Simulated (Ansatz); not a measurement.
System: graphite. Method: r²SCAN0 (Ansatz, an electronic-structure program, PAW).

Run with plane-wave cutoff 520 eV, 12×12×4 k mesh (along the axes of the cell as run), Fermi–Dirac smearing 0.05 eV, scalar-relativistic PAW data made under PBE.

Computed at the level's own relaxed cell.

**Question.** Estimate the lattice parameter a and c axis length that the calculation returns.

**Answer.** 
- lattice parameter a = 2.444 Å
- c axis length = 7.045 Å

Measured, for comparison: lattice constant a 2.461 Å (300 K, no zero-point or thermal correction, our sources range from 2.456 to 2.461; as tabulated in Wikipedia's data pages); lattice parameter c 6.67 Å (low temperature, zero-point motion not removed; as tabulated in Berland et al. (2010), arXiv:1007.3305). Computed (rounded) less measured: lattice constant a -0.7 % (-0.5 % to -0.7 % over the range), lattice parameter c +5.6 %. A static lattice is as a rule a little smaller and stiffer than an uncorrected measurement, which narrows the difference in the lattice constant a and would widen misses of the other sign.

Note: the cell comes from a level without a dispersion term, which matters for the spacing of layers, chains or molecules.

The computed numbers hold no vibrational or temperature effects.
